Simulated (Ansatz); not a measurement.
A made-up structure of CH3MgO, doublet:

```
atom    x (Å)    y (Å)    z (Å)
  C1   0.5134  -0.4758   0.3915
 Mg2  -0.8097   0.7584  -0.6184
  O3  -2.0096   1.8639  -1.5340
  H4   0.0718  -1.4570   0.5895
  H5   1.4288  -0.6401  -0.1844
  H6  -2.5497   2.1474  -2.2881
```

It is relaxed with PBE-D4/def2-SVP and then PBE0-D4/def2-TZVP (Ansatz 0.2.0). Atoms count as bonded within 1.22 times the sum of their covalent radii (H–H: 0.88 Å). The end point is not checked to be a true minimum.

Does its bonding change? (Judge from chemistry; the calculation decides.)

Computed: No: no bond forms or breaks.

Where it ends: The first stage lowers the energy by 0.37 eV in 6 steps. It ends as CH₃MgO ([CH2][Mg][OH]):
| atom | x (Å) | y (Å) | z (Å) |
| --- | --- | --- | --- |
| C1 | 0.4263 | -0.5987 | 0.1112 |
| Mg2 | -0.8668 | 0.6678 | -0.8301 |
| O3 | -1.9846 | 1.7635 | -1.6371 |
| H4 | 0.1365 | -1.4049 | 0.7879 |
| H5 | 1.5135 | -0.5735 | 0.0148 |
| H6 | -2.5798 | 2.3428 | -2.0906 |

Labels in which every atom is bracketed show which atoms are joined, not bond orders.

For scale, one of the runs: PBE0-D4/def2-TZVP relaxation, 112 basis functions, launched by `ansatz run in.yaml --threads 2 --pin off --events-out ev --progress --plain --max-ram 4352MiB`. The run took about 44 s on 2 CPU threads of an Arm Neoverse V2 (shared host).
